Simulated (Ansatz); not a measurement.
Two isomers of C4H6O: A = `C=CCC=O`, B = `C#COCC`.

Calculated with Ansatz (gas phase, PBE0-D4/def2-TZVP geometries, no zero-point term in ΔE). CCSD(T)/CBS adds triple-zeta CCSD(T) − MP2 to the extrapolated MP2 energy (def2 sets, frozen cores). DFT in def2-TZVPP. B3LYP here is the variant with VWN-RPA as its local correlation; programs differ in this. Each species was taken in one conformer, which may not be the lowest.

(1) Which isomer does CCSD(T)/CBS put lower? Give the gap. (Estimate.)

(2) Give E(B) − E(A) in kJ/mol with B2PLYP, ωB97M-V, CCSD(T)/def2-TZVPP, B3LYP-D4, B3LYP, r2SCAN-D4, PBE-D4. (Best estimate.)

Largest T1 diagnostic: 0.013.

## Answers

(1) Computed: A, by 151.7 kJ/mol.

(2) Computed: B2PLYP 149.8, ωB97M-V 150.9, CCSD(T)/def2-TZVPP 153.8, B3LYP-D4 152.5, B3LYP 152.0, r2SCAN-D4 153.1, PBE-D4 154.3. None reverses the order clearly.

In def2-TZVPP, CCSD(T) changes the Hartree–Fock value by −4.1 kJ/mol (the triples alone add −0.0 kJ/mol) and MP2 by −12.6 kJ/mol.
